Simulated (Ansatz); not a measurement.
One change: `[AlH2][SiH2]P` becomes `P[SiH2]Cl`.

Ansatz, PBE0-D4/def2-TZVP geometries, multiplicity 1. Each molecule was computed in one conformer, which needn't be the lowest.

```json
{"property": "HOMO–LUMO gap (PBE0/def2-TZVPP) / eV", "`[AlH2][SiH2]P`": "5.22"}
{"property": "HOMO energy (PBE/def2-TZVPP) / eV", "`[AlH2][SiH2]P`": "-6.38"}
{"property": "HOMO–LUMO gap (ωB97M-V/def2-TZVPP) / eV", "`[AlH2][SiH2]P`": "8.82"}
{"property": "LUMO energy (ωB97M-V/def2-TZVPP) / eV", "`[AlH2][SiH2]P`": "-0.58"}
{"property": "LUMO energy (PBE/def2-TZVPP) / eV", "`[AlH2][SiH2]P`": "-2.95"}
{"property": "size of the dipole moment (ωB97M-V/def2-TZVPP) / D", "`[AlH2][SiH2]P`": "0.67"}
```

(1) What does the change do to each property? (Best estimate.)

## Answers

(1) The calculation gave: 
| property | `P[SiH2]Cl` | shift |
| --- | --- | --- |
| HOMO–LUMO gap (PBE0/def2-TZVPP) / eV | 7.73 | 2.51 |
| HOMO energy (PBE/def2-TZVPP) / eV | -6.75 | -0.37 |
| HOMO–LUMO gap (ωB97M-V/def2-TZVPP) / eV | 11.68 | 2.86 |
| LUMO energy (ωB97M-V/def2-TZVPP) / eV | 1.71 | 2.29 |
| LUMO energy (PBE/def2-TZVPP) / eV | -1.05 | 1.90 |
| size of the dipole moment (ωB97M-V/def2-TZVPP) / D | 1.53 | 0.86 |

With PBE0 the HOMO falls by 0.46 eV and the LUMO rises by 2.05 eV, so the gap widens by about 2.51 eV. PBE moves the HOMO by -0.37 eV and ωB97M-V by -0.57 eV. Dipoles are sizes alone; their direction can turn.
